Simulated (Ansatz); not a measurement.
These are PBE0-D4/def2-TZVP in Ansatz (a quantum-chemistry and plane-wave program) values and carry that method's errors. No frequencies were computed at this level.

Ansatz 0.2 input:
```yaml
crystal:
  periodic: [false, false, false]
  atoms:
    - { symbol: N, position_ang: [0.549102, -0.000003, -0.000002] }
    - { symbol: N, position_ang: [-0.549102, 0.000003, 0.000002] }
basis:
  gaussian: { orbitals: def2-tzvp }
hamiltonian:
  xc: pbe0
  dispersion: d4
relax:
  max_steps: 150
```

Output:

```
Functional definition: PBE0
310 factors; their error is unknown
mean field evaluation 1: about -2977.2512 eV, gradient 2.2e1 eV
mean field evaluation 2: about -2977.7615 eV, gradient 1.5e1 eV
mean field evaluation 4: about -2978.1637 eV, gradient 7.0e-2 eV
mean field evaluation 8: about -2978.1795 eV, gradient 3.4e-3 eV
mean field -2978.17948263 eV, -109.4460773041 hartree, gradient 3.8e-6 eV, S^2 0.000000; 0 other end points of the search recorded, 0 dependent functions left out
reference -2978.17949838 eV, -109.4460778830 hartree; 7, 7 occupied and 55, 55 virtual orbitals, 310 factors
relax step   1: F+E_penalty+E_count = -2978.18747170 eV  Δ(F+E_penalty+E_count) = +0.000e0 eV  max|allowed force component| = 1.344e0 eV/Å  Δτ_max = 0.0000 Å  (22 SCF iters, accepted)
these checks for a lower state are left out or cut short: starts, cluster_reference, orbital_swaps, neighbouring_geometries, increment
310 factors; their error is unknown
mean field evaluation 16: about -2978.1852 eV, gradient 2.5e-1 eV
mean field -2978.18522716 eV, -109.4462884118 hartree, gradient 1.9e-5 eV, S^2 0.000000; 0 other end points of the search recorded, 0 dependent functions left out
reference -2978.18524288 eV, -109.4462889894 hartree; 7, 7 occupied and 55, 55 virtual orbitals, 310 factors
relax step   2: F+E_penalty+E_count = -2978.19321645 eV  Δ(F+E_penalty+E_count) = -5.745e-3 eV  max|allowed force component| = 2.397e-1 eV/Å  Δτ_max = 0.0051 Å  (26 SCF iters, accepted)
these checks for a lower state are left out or cut short: starts, cluster_reference, orbital_swaps, neighbouring_geometries, increment
310 factors; their error is unknown
mean field -2978.18540666 eV, -109.4462950081 hartree, gradient 4.7e-6 eV, S^2 0.000000; 0 other end points of the search recorded, 0 dependent functions left out
reference -2978.18542238 eV, -109.4462955858 hartree; 7, 7 occupied and 55, 55 virtual orbitals, 310 factors
relax step   3: F+E_penalty+E_count = -2978.19339591 eV  Δ(F+E_penalty+E_count) = -1.795e-4 eV  max|allowed force component| = 4.729e-3 eV/Å  Δτ_max = 0.0008 Å  (28 SCF iters, accepted)
310 factors; their error is unknown
mean field evaluation 32: about -2978.1853 eV, gradient 2.5e-1 eV
mean field -2978.18540666 eV, -109.4462950081 hartree, gradient 4.7e-6 eV, S^2 0.000000; 1 other end points of the search recorded, 0 dependent functions left out
reference -2978.18542238 eV, -109.4462955858 hartree; 7, 7 occupied and 55, 55 virtual orbitals, 310 factors
Total energy: -2978.19341163 eV, -109.4465891854 hartree
Atom 0 at     0.544755    -0.000003    -0.000002 Å, force    -0.004729     0.000000     0.000000 eV/Å
Atom 1 at    -0.544755     0.000003     0.000002 Å, force     0.004729    -0.000000    -0.000000 eV/Å
Dipole moment:     0.000000     0.000000    -0.000000 e Å
```

Cost: around 2.5 core-seconds (rough).
